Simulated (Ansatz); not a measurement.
Steps of a relaxation of `NC(F)S` with RKS PBE0-D4/def2-TZVP.

```sh
$ ansatz run in.yaml --threads 2 --pin off --events-out ev --progress --plain --max-ram 4352MiB
```

```yaml
crystal:
  periodic: [false, false, false]
  atoms:
    - {symbol: N, position_ang: [0.039614, 1.163334, -0.504605]}
    - {symbol: C, position_ang: [0.363226, -0.043690, 0.154762]}
    - {symbol: F, position_ang: [1.443970, -0.653926, -0.453315]}
    - {symbol: S, position_ang: [-1.067288, -1.245250, 0.139156]}
    - {symbol: H, position_ang: [-0.489053, 1.020912, -1.373382]}
    - {symbol: H, position_ang: [-0.446747, 1.830958, 0.099364]}
    - {symbol: H, position_ang: [0.636552, 0.170331, 1.209754]}
    - {symbol: H, position_ang: [-0.387974, -2.299769, 0.672465]}
basis:
  gaussian: {orbitals: def2-TZVP}
hamiltonian: {xc: pbe0, dispersion: d4}
relax: {f_tol: 0.005, max_steps: 150}
```

Positions (Å) and forces (eV/Å) along the path, 10 of 10 steps:

```xyz
8
step=1 energy=-16137.6351 eV
N     0.040    1.163   -0.505   -0.476    0.038   -0.154
C     0.363   -0.044    0.155   -0.199   -0.135    0.387
F     1.444   -0.654   -0.453   -0.388    0.272    0.193
S    -1.067   -1.245    0.139    0.743   -0.001    0.170
H    -0.489    1.021   -1.373    0.337    0.063    0.551
H    -0.447    1.831    0.099    0.319   -0.454   -0.328
H     0.637    0.170    1.210   -0.091   -0.168   -0.628
H    -0.388   -2.300    0.672   -0.246    0.384   -0.191
8
step=2 energy=-16137.6678 eV
N     0.039    1.157   -0.504   -0.187    0.028   -0.028
C     0.355   -0.043    0.160   -0.151   -0.195    0.081
F     1.431   -0.647   -0.449   -0.075    0.067    0.061
S    -1.058   -1.239    0.137    0.347    0.073    0.077
H    -0.486    1.013   -1.361    0.104    0.012    0.137
H    -0.439    1.819    0.094    0.095   -0.096   -0.076
H     0.633    0.165    1.199   -0.034   -0.039   -0.180
H    -0.383   -2.282    0.667   -0.098    0.149   -0.071
8
step=3 energy=-16137.6735 eV
N     0.036    1.153   -0.502   -0.037    0.035   -0.006
C     0.351   -0.049    0.158   -0.068   -0.074    0.026
F     1.430   -0.644   -0.447    0.039   -0.009   -0.014
S    -1.047   -1.232    0.133    0.026    0.029   -0.021
H    -0.486    1.012   -1.357    0.000   -0.002   -0.013
H    -0.436    1.813    0.097    0.019    0.011    0.002
H     0.628    0.157    1.192    0.024    0.022    0.017
H    -0.383   -2.267    0.671   -0.003   -0.013    0.009
8
step=4 energy=-16137.6740 eV
N     0.034    1.152   -0.502   -0.026    0.009   -0.006
C     0.351   -0.050    0.158   -0.029   -0.019    0.014
F     1.433   -0.642   -0.447    0.035   -0.013   -0.009
S    -1.044   -1.233    0.128   -0.002    0.015   -0.011
H    -0.490    1.012   -1.356   -0.002    0.001   -0.006
H    -0.433    1.815    0.097    0.011    0.009    0.004
H     0.628    0.157    1.192    0.008    0.006    0.009
H    -0.386   -2.268    0.675    0.004   -0.008    0.005
8
step=5 energy=-16137.6742 eV
N     0.031    1.150   -0.503   -0.007   -0.015    0.000
C     0.350   -0.052    0.157    0.002    0.033   -0.006
F     1.437   -0.641   -0.445    0.006   -0.006    0.004
S    -1.042   -1.235    0.122   -0.002   -0.009    0.003
H    -0.497    1.012   -1.354   -0.001    0.004    0.004
H    -0.425    1.819    0.098    0.008    0.000    0.000
H     0.627    0.158    1.192   -0.004   -0.006   -0.003
H    -0.388   -2.268    0.678   -0.001   -0.001   -0.002
8
step=6 energy=-16137.6744 eV
N     0.029    1.147   -0.508   -0.009   -0.045   -0.008
C     0.347   -0.051    0.158    0.000    0.027    0.024
F     1.439   -0.644   -0.434    0.018   -0.004   -0.010
S    -1.041   -1.238    0.121   -0.012   -0.004   -0.002
H    -0.515    1.009   -1.348   -0.001    0.010   -0.011
H    -0.403    1.831    0.094   -0.001    0.009    0.009
H     0.618    0.164    1.193    0.004   -0.006    0.004
H    -0.382   -2.274    0.668    0.000    0.012   -0.006
8
step=7 energy=-16137.6746 eV
N     0.026    1.142   -0.512   -0.018   -0.004    0.016
C     0.345   -0.051    0.161   -0.013    0.017   -0.008
F     1.441   -0.645   -0.423    0.011   -0.003   -0.002
S    -1.041   -1.239    0.121    0.005   -0.005    0.007
H    -0.532    1.004   -1.344    0.008    0.007    0.006
H    -0.383    1.841    0.090    0.008   -0.011   -0.017
H     0.613    0.168    1.196    0.003   -0.003    0.002
H    -0.376   -2.277    0.656   -0.005    0.003   -0.003
8
step=8 energy=-16137.6746 eV
N     0.025    1.142   -0.512   -0.007   -0.006    0.013
C     0.345   -0.051    0.161    0.003    0.010   -0.005
F     1.441   -0.645   -0.423   -0.003    0.000    0.000
S    -1.041   -1.239    0.122   -0.002   -0.001   -0.002
H    -0.531    1.005   -1.344    0.004    0.001    0.003
H    -0.382    1.841    0.089    0.005   -0.005   -0.009
H     0.613    0.168    1.196    0.000    0.000   -0.001
H    -0.377   -2.278    0.655    0.002    0.001    0.000
8
step=9 energy=-16137.6746 eV
N     0.024    1.141   -0.511   -0.001    0.004   -0.005
C     0.345   -0.051    0.161   -0.006   -0.001    0.002
F     1.441   -0.645   -0.423    0.003   -0.002   -0.001
S    -1.041   -1.240    0.121    0.003    0.002    0.002
H    -0.531    1.005   -1.344    0.001    0.000    0.001
H    -0.381    1.843    0.089    0.000    0.000    0.001
H     0.612    0.168    1.196    0.000   -0.002    0.000
H    -0.376   -2.278    0.656    0.000   -0.001   -0.001
8
step=10 energy=-16137.6746 eV
N     0.024    1.141   -0.511    0.000    0.000    0.000
C     0.344   -0.051    0.161    0.001    0.001    0.000
F     1.441   -0.645   -0.423    0.000   -0.001    0.000
S    -1.042   -1.240    0.122    0.002   -0.002    0.000
H    -0.531    1.005   -1.345    0.000    0.000    0.000
H    -0.381    1.843    0.089    0.000    0.000    0.000
H     0.612    0.168    1.196    0.000    0.000    0.000
H    -0.375   -2.278    0.655   -0.001    0.001   -0.001
```

Hardware: 2 threads of an Arm Neoverse V2 on a shared host. Wall time 29 s, peak host memory 0.3 GiB.
